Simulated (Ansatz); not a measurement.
# H9NSi2: a nudged elastic band in two tries

The task is a band of images between two relaxed ends.

Program: Ansatz 0.2.0. Level of theory: RKS B3LYP-D4/6-31G*. These are calculated values, not measurements.

## 1. The starting structure

Bond lengths: Si1–H2 1.484 Å, Si1–H3 1.493 Å, Si1–H4 1.483 Å, Si1–H5 1.484 Å, N6–H7 1.014 Å, N6–Si8 1.744 Å, Si8–H9 1.496 Å, Si8–H10 1.486 Å, Si8–H11 1.486 Å, N6–H12 1.014 Å. Angles (14 of 15 angles, heavy atoms first): H7–N6–Si8 118.1°, Si8–N6–H12 118.2°, N6–Si8–H9 116.1°, N6–Si8–H10 107.7°, N6–Si8–H11 107.3°, H2–Si1–H3 107.9°, H2–Si1–H4 111.3°, H2–Si1–H5 111.0°, H3–Si1–H4 107.7°, H3–Si1–H5 107.7°, H4–Si1–H5 111.1°, H7–N6–H12 109.6°, H9–Si8–H10 107.6°, H9–Si8–H11 107.4°.

As a file:

```xyz
12

Si    0.3908    0.1225   -0.2228
H     0.7438   -0.3947    1.1231
H     1.6591    0.3115   -0.9879
H    -0.2824    1.4408   -0.1336
H    -0.4436   -0.8543   -0.9668
N    -2.2598   -0.3479    1.4196
H    -2.8924   -0.7322    0.7266
Si   -2.7070    1.1445    2.2031
H    -3.8482    1.0663    3.1677
H    -1.5199    1.6362    2.9499
H    -3.0928    2.1045    1.1358
H    -1.8873   -1.0970    1.9927
```

## 2. First try

input.yaml reads:

```yaml
crystal:
  periodic: [false, false, false]
  atoms:
    - { symbol: Si, position_ang: [0.390824, 0.122461, -0.222783] }
    - { symbol: H, position_ang: [0.743772, -0.394728, 1.123067] }
    - { symbol: H, position_ang: [1.659069, 0.311508, -0.987886] }
    - { symbol: H, position_ang: [-0.282421, 1.44077, -0.133568] }
    - { symbol: H, position_ang: [-0.443561, -0.854276, -0.966766] }
    - { symbol: "N", position_ang: [-2.259774, -0.347869, 1.419553] }
    - { symbol: H, position_ang: [-2.892395, -0.73224, 0.726584] }
    - { symbol: Si, position_ang: [-2.707027, 1.144475, 2.203054] }
    - { symbol: H, position_ang: [-3.848196, 1.066271, 3.167685] }
    - { symbol: H, position_ang: [-1.519926, 1.636189, 2.949928] }
    - { symbol: H, position_ang: [-3.092828, 2.104547, 1.135792] }
    - { symbol: H, position_ang: [-1.887337, -1.097007, 1.992739] }
basis:
  gaussian: { orbitals: "6-31G*" }
hamiltonian:
  xc: b3lyp
  dispersion: d4
neb:
  order_check: false
  images: 5
  f_tol: 0.03
  max_iterations: 8
  final_atoms:
    - { symbol: Si, position_ang: [-0.43522725, 0.50677488, -0.39487366] }
    - { symbol: H, position_ang: [-0.69545179, -2.34668101, 2.65178616] }
    - { symbol: H, position_ang: [0.60847287, 1.25840574, 0.34645617] }
    - { symbol: H, position_ang: [-0.73495684, 1.25223601, -1.65212073] }
    - { symbol: H, position_ang: [0.07251428, -0.83538193, -0.78854008] }
    - { symbol: "N", position_ang: [-1.8059005, 0.31719778, 0.66476808] }
    - { symbol: H, position_ang: [-2.46911301, -0.40137064, 0.38765212] }
    - { symbol: Si, position_ang: [-2.33908793, 1.36999782, 1.94730554] }
    - { symbol: H, position_ang: [-2.93397136, 0.56233746, 3.04631998] }
    - { symbol: H, position_ang: [-1.15050951, 2.11243536, 2.43699892] }
    - { symbol: H, position_ang: [-3.36752147, 2.36539896, 1.52634094] }
  initial_path: idpp
```

Launch:

```sh
ansatz run input.yaml --threads 1 --pin off --max-ram 2048MiB --backend cpu --events-out ev --progress --plain --runs-dir out
```

What does the calculation give? Wanted: first try.

The runs gave:

| quantity | value |
| --- | --- |
| first try | refused |
| cause | the second end lists one atom fewer than the first |

What this shows: The fault in the first input was caught at the input check and cost nothing.
